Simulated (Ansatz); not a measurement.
Correlation energies of `C1CC2=C1CC2` by basis set

Z-matrix (Å, degrees):
```
C
C 1 1.520
C 1 1.591 2 84.8
H 1 1.093 2 116.6 3 114.7
H 1 1.093 2 116.6 3 -114.7
C 2 1.520 1 169.5 3 180.0
C 2 1.314 1 95.2 3 -0.0
H 3 1.093 1 114.4 2 116.9
H 3 1.093 1 114.4 2 -116.9
C 6 1.591 2 84.8 1 -180.0
H 6 1.093 2 116.6 1 -65.3
H 6 1.093 2 116.6 1 65.4
H 10 1.093 6 114.4 2 116.9
H 10 1.093 6 114.4 2 -116.9
```

Charge 0, multiplicity 1. Geometry: relaxed with PBE0-D4/def2-TZVP. Frozen core, restricted reference, Ansatz. CBS rows extrapolate triple and quadruple zeta; past MP2 they add the triple-zeta difference.

```json
{"basis": "def2-SVP", "HF (Eh)": "-231.54877", "MP2 corr.": "-0.81387"}
{"basis": "def2-TZVPP", "HF (Eh)": "-231.80040", "MP2 corr.": "-0.98826"}
{"basis": "def2-QZVPP", "HF (Eh)": "-231.81044", "MP2 corr.": "-1.04927"}
```

(1) Estimate the CCSD correlation energy and the (T) correction in each basis where they were run (hartree).

Answers

(1) 
```tsv
basis	CCSD corr.	(T)
def2-SVP	-0.86892	-0.03328
def2-TZVPP	-1.02806	-0.04937
CBS(def2)	-1.13427	as TZ
```
